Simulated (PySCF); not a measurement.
# AlF₂ + AlCl₂ → 2 AlFCl

Level: PBE0 in the def2-TZVP basis family, all electrons, no relativity, computed in PySCF with density fitting; open shells unrestricted.

```csv
species,state and structure,E (Eh),ZPE (kJ/mol),H(298 K) − H(0) (kJ/mol),S° (J/(mol K))
AlF₂,"doublet, C2v, Al–F 1.647 Å (×2); F–Al–F 119.6°",-442.01849,11.3,11.7,265.5
AlCl₂,"doublet, C2v, Al–Cl 2.102 Å (×2); Cl–Al–Cl 119.0°",-1162.55060,7.1,12.8,289.6
AlFCl,"doublet, Cs, Al–Cl 2.101 Å, Al–F 1.648 Å; Cl–Al–F 119.1°",-802.28449,9.2,12.2,283.3
```

Question: What is the electronic reaction energy?

Answer: At PBE0/def2-TZVP, ΔE = 0.3 kJ/mol from the differences of the total energies times 2625.5, uphill. Ligand scrambling is nearly thermoneutral, as expected when bond energies add up.

Question: Add zero-point, thermal and entropy terms for 298.15 K and 1 bar.

Answer: ΔZPE = 0.0 and Δ[H(298) − H(0)] = -0.1 kJ/mol give ΔH° = 0.2 kJ/mol. ΔS° = 11.5 J/(mol K), so ΔG° = 0.2 − 298.15 × (0.0115) = -3 kJ/mol and log₁₀K = 0.6.

Each species is the lowest minimum found with this bonding; other isomers or fragments can lie lower.
